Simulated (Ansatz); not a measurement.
**HBC, quintet in 6-31G: errors against full CI**

Geometry: that of the HBC, triplet, kept fixed. The triplet lies 3.4 eV lower here.

```xyz
3

B     0.0000    0.0000    0.0901
C     0.0000    0.0000   -1.3588
H     0.0000    0.0000    1.2688
```

Basis 6-31G; Ansatz 0.2.0. Only valence electrons are correlated (noble-gas cores frozen), which leaves 8 electrons in 18 orbitals. R marks a restricted (for open shells ROHF) determinant, U an unrestricted one. Active spaces: valence = (8e, 9o) chosen from the atoms' valence shells.

Full CI is exact within this basis and frozen core; it isn't the basis-set limit. The frozen core follows each run's orbitals, which can shift R against U totals by a few meV.

For open shells CISD and CISDTQ are restricted-active-space CI with the open shells as a complete middle space.

* UHF ⟨S²⟩: 6.016
* T1 diagnostic (RCCSD): 0.0218
* largest doubles amplitude (RCCSD): 0.059
* T1 diagnostic (UCCSD): 0.0156

| level | E − E(full CI) (mEh) | share of correlation (%) | wall time |
| --- | --- | --- | --- |
| RHF | 83.74 | 0.00 | – |
| UHF | 80.29 | 4.11 | – |
| RMP2 | 23.67 | 71.73 | – |
| UMP2 | 22.61 | 73.00 | – |
| CISD | 3.51 | 95.81 | 0.69 s |
| RCCSD | 1.79 | 97.86 | – |
| UCCSD | 1.70 | 97.97 | – |
| RCCSD(T) | 0.55 | 99.34 | 0.33 s |
| UCCSD(T) | 0.49 | 99.42 | 0.3 s |
| BCCD(T) | 0.53 | 99.36 | 0.39 s |
| RCCSDT | 0.07 | 99.92 | – |
| UCCSDT | 0.02 | 99.98 | – |
| CISDTQ | 0.04 | 99.95 | 8.5 s |
| RCCSDT(Q) | 0.01 | 99.99 | 2 s |
| UCCSDT(Q) | -0.04 | 100.05 | 1.9 s |
| RCCSDTQ | -0.01 | 100.01 | 16 s |
| UCCSDTQ | -0.06 | 100.07 | 16 s |
| CASSCF (valence space) | 37.43 | 55.30 | – |
| NEVPT2 (valence space) | 10.63 | 87.31 | 1.9 s |
| MRCISD (valence space) | 1.10 | 98.68 | – |
| MRCISD+Q (valence space) | 0.34 | 99.59 | 3.2 s |

The correlation energy at full CI, counted from RHF, is -2.279 eV. That run took 11 s on 1 thread of Arm Neoverse V1, shared host over 710,024 determinants.

Times hold each run's SCF and search for its determinant on a shared host, so for small cases they say little of a method's own cost; they ran on 1 thread of Arm Neoverse V1.

The full-CI state has the irrep B2 of C2v, in the program's axes (one component, if the state is degenerate).

Natural occupations of full CI about the gap: 1.967 1.960 1.001 0.998 0.989 0.989 0.035 0.018 0.013 0.006; effectively unpaired electrons, Σ n²(2−n)², 4.02.
